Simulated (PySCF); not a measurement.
**Shapes and spin states of Si₂H₂**

These are results of PBE0 in PySCF with Si def2-TZVP, H def2-TZVP; no relativity; density-fitted integrals, not measurements.

Relaxations began from a few typed shapes and spin states; open shells are unrestricted. The search is not exhaustive: other isomers or separated fragments can lie lower, and high-lying points may rest on an excited occupation.

**Question.** Which is the lowest minimum found?
A. triplet C2: Si–H 1.518 Å (×2), Si–Si 2.270 Å; H–Si–Si 103.3° (×2)
B. singlet D2h: Si–H 1.597 Å (×4); H–Si–H 85.0° (×2), Si–H–Si 95.0° (×2)
C. triplet C2v: Si–H 1.498 Å (×2), Si–Si 2.133 Å; H–Si–Si 125.6° (×2)
D. singlet (closed shell, unstable to spin polarisation) C2h: Si–H 1.494 Å (×2), Si–Si 2.086 Å; H–Si–Si 125.8° (×2)
E. triplet C2h: Si–H 1.514 Å (×2), Si–Si 2.273 Å; H–Si–Si 104.6° (×2)
F. singlet (closed shell, unstable to spin polarisation) D∞h: Si–H 1.465 Å (×2), Si–Si 1.963 Å; H–Si–Si 180.0° (×2)
G. singlet C2v: Si–H 1.676 Å (×4); H–Si–H 72.2° (×2), Si–H–Si 82.1° (×2)
H. triplet Cs: Si–H 1.509 Å, Si–H 1.537 Å, Si–Si 2.306 Å; H–Si–Si 81.2°, H–Si–Si 124.3°

**Answer.** G. The others lie at 57.9 (singlet D2h, a saddle point), 97.7 (triplet C2h), 98.0 (singlet C2h), 125.4 (triplet Cs), 135.6 (triplet C2, a saddle point), 173.2 (triplet C2v, a saddle point), 173.9 (singlet D∞h, a saddle point) kJ/mol above it.
